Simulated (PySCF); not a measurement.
Calculation: B3LYP-D3(BJ)/def2-TZVP // PBE0-D3(BJ)/def2-SVP (PySCF). All species are isolated molecules in the gas phase. B3LYP has the VWN-RPA correlation part, as in Gaussian. Delta-SCF ions had no search for a lower state. 

Reference species (SMILES): `N` (neutral, multiplicity 1).

| Item | Value |
|---|---|
| HOMO | -7.44 eV |
| HOMO–LUMO gap | 8.03 eV |
| vertical ionisation energy (Delta-SCF) | 11.02 eV |
| dipole moment | 1.78 D |

Changed species: `C(#N)C` (free base CH3CN; the reference has free base NH3).

### Question
Predict the effect on the HOMO, HOMO–LUMO gap, vertical ionisation energy (Delta-SCF) and dipole moment.

### Answer
the HOMO decreases by 1.75 eV, to -9.19 eV; the HOMO–LUMO gap increases by 1.60 eV, to 9.63 eV; the vertical ionisation energy (Delta-SCF) rises by 1.17 eV, to 12.19 eV; the dipole moment goes up by 2.23 D, to 4.01 D.
